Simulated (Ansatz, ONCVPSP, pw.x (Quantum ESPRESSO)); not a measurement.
**What a changed setting does to a pw.x run (diamond Si)**

Potential: optimised norm-conserving Vanderbilt (ONCV), ONCVPSP 4.0.1.1 (patched build), PBE; core [Ne], reference 3s2 3p2; waves: 3s: rc 1.55 bohr, ncon 3, nbas 6, qcut 5 1/bohr, 2 projectors, debl 2 Ha; 3p: rc 1.65 bohr, ncon 4, nbas 9, qcut 5.2 1/bohr, 2 projectors, debl 3.9 Ha; d scattering state at 0.09 Ha: rc 1.50 bohr, ncon 4, nbas 9, qcut 6.1 1/bohr, 3 projectors, debl 2.1 Ha; local part: polynomial inside 1.45 bohr (lpopt 3, dvloc0 0 Ha); core correction: Teter function, fcfact 3.5, rcfact 1.6.

The reference run (k-mesh 8³, cutoffs 50/200 Ry, Fermi–Dirac 0.01 Ry, mixing_beta 0.4, conv_thr 1e-9, no spin) gives -0.47 GPa at 20.463 Å³/atom, where all-electron LAPW gives -0.05 GPa. This run, with its own iteration cap, changes ecutrho/ecutwfc to 16.

```
&control
  calculation='scf', prefix='x', pseudo_dir='./', outdir='./tmp', tstress=.true., disk_io='none'
/
&system
  ibrav=0, nat=2, ntyp=1, ecutwfc=50, ecutrho=800, nbnd=11,
  occupations='smearing', smearing='fd', degauss=0.01
/
&electrons
  conv_thr=1e-09, mixing_beta=0.4, electron_maxstep=50
/
ATOMIC_SPECIES
Si 1.0 Si.UPF
CELL_PARAMETERS angstrom
  0.00000000 2.73520428 2.73520428
  2.73520428 0.00000000 2.73520428
  2.73520428 2.73520428 0.00000000
ATOMIC_POSITIONS crystal
Si 0.0000 0.0000 0.0000
Si 0.2500 0.2500 0.2500
K_POINTS automatic
8 8 8 0 0 0
```

```bash
pw.x < Si.scf.in > Si.scf.out
```

**Question.** How does the run end?

**Answer.** It converges in 7 iterations; the free energy moves by +0.0 meV/atom and the pressure by +0.00 GPa. The result is that of the reference run.

```
Message from routine setup:
     using ibrav=0 with symmetry is DISCOURAGED, use correct ibrav instead
     lattice parameter (alat)  =       7.3098  a.u.
     unit-cell volume          =     276.1823 (a.u.)^3
     number of electrons       =         8.00
     number of Kohn-Sham states=           11
     kinetic-energy cutoff     =      50.0000  Ry
     charge density cutoff     =     800.0000  Ry
     scf convergence threshold =      1.0E-09
     Exchange-correlation= PBE
     number of k points=    29  Fermi-Dirac smearing, width (Ry)=  0.0100
     iteration #  1     ecut=    50.00 Ry     beta= 0.40
     total energy              =     -17.55116273 Ry
     estimated scf accuracy    <       0.05494209 Ry
     iteration #  2     ecut=    50.00 Ry     beta= 0.40
     total energy              =     -17.54849603 Ry
     estimated scf accuracy    <       0.01528907 Ry
     iteration #  3     ecut=    50.00 Ry     beta= 0.40
     total energy              =     -17.54920436 Ry
     estimated scf accuracy    <       0.00020121 Ry
     iteration #  4     ecut=    50.00 Ry     beta= 0.40
     c_bands:  1 eigenvalues not converged
     c_bands:  1 eigenvalues not converged
     total energy              =     -17.54921960 Ry
     estimated scf accuracy    <       0.00000199 Ry
     iteration #  5     ecut=    50.00 Ry     beta= 0.40
     total energy              =     -17.54922035 Ry
     estimated scf accuracy    <       0.00000014 Ry
     iteration #  6     ecut=    50.00 Ry     beta= 0.40
     total energy              =     -17.54922038 Ry
     estimated scf accuracy    <       0.00000001 Ry
     iteration #  7     ecut=    50.00 Ry     beta= 0.40
     the Fermi energy is     6.2759 ev
!    total energy              =     -17.54922038 Ry
     estimated scf accuracy    <          2.6E-10 Ry
     smearing contrib. (-TS)   =      -0.00027748 Ry
     The total energy is F=E-TS. E is the sum of the following terms:
     one-electron contribution =       4.97216891 Ry
     hartree contribution      =       1.11173765 Ry
     xc contribution           =      -6.95799539 Ry
     ewald contribution        =     -16.67485408 Ry
     convergence has been achieved in   7 iterations
          total   stress  (Ry/bohr**3)                   (kbar)     P=       -4.66
     Message from routine punch:
     Nothing written, as per user request (disk_io='none')
```

The run took about 6.6 s on one core of a shared host (Intel(R) Xeon(R) 6975P-C, 192 threads, 756 GiB, load 25).
